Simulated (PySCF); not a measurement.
Gas-phase acidity of methanol

Molecule: methanol, `CO` (CH4O). Numbering: `[CH3:1][OH:2]`

These are calculated values, M06-2X/ma-def2-TZVP in PySCF (grid level 3) at geometries from PBE0-D3(BJ)/ma-def2-SVP. Thermal corrections: PBE0-D3(BJ)/ma-def2-SVP frequencies, unscaled, ideal gas at 298.15 K and 1 bar, quasi-RRHO entropy.

```tsv
site	product	ΔH(acid) / kcal/mol	ΔG(acid) / kcal/mol	gas share
O2 (hydroxyl oxygen)	C[O-]	380.9	374.4	> 99.9 %
C1 (methyl carbon)	[CH2-]O	413.7	406.1	< 0.1 %
```

ΔH and ΔG refer to AH → A⁻ + H⁺ in the gas phase. Shares are Boltzmann weights among the listed products; an error of 10 kJ/mol changes a ratio about 56-fold. Sites whose products fell apart, merged with another or lost in a GFN2-xTB screen aren't listed.

Among these, O2 (hydroxyl oxygen) wins by 31.7 kcal/mol in gas-phase free energy over C1.

Vertical detachment energies of the anions: `C[O-]` 1.68 eV, `[CH2-]O` 0.49 eV.

Against the Active Thermochemical Tables (version 1.112): O2 1601 (computed 1594, error -7); C1 1734 (computed 1731, error -3) kJ/mol.
